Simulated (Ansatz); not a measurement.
We consider hcp Hf, described by LDA (Ansatz, a quantum-chemistry and plane-wave program, PAW).

A relaxed, unreconstructed slab of the (11-20) face has 16 atoms, two equal faces of 26.728 Å² each and an energy of -247622.6959 eV. A bulk cell of 4 atoms with the same orientation and in-plane k mesh has -61907.4333 eV. Energies are extrapolated to zero smearing.

Settings: plane-wave cutoff 500 eV, 12×10×1 k mesh (along the axes of the cell as run), Fermi–Dirac smearing 0.1 eV, scalar-relativistic PAW data made under PBE.

Worked out: γ = (E_slab − N E_bulk per atom)/2A = [-247622.6959 − 16 × (-61907.4333/4)]/(2 × 26.728) = 0.1316 eV/Å². With 16.022 J/m² per eV/Å² this is 2.11 J/m², or 3.52 eV per surface cell and face.
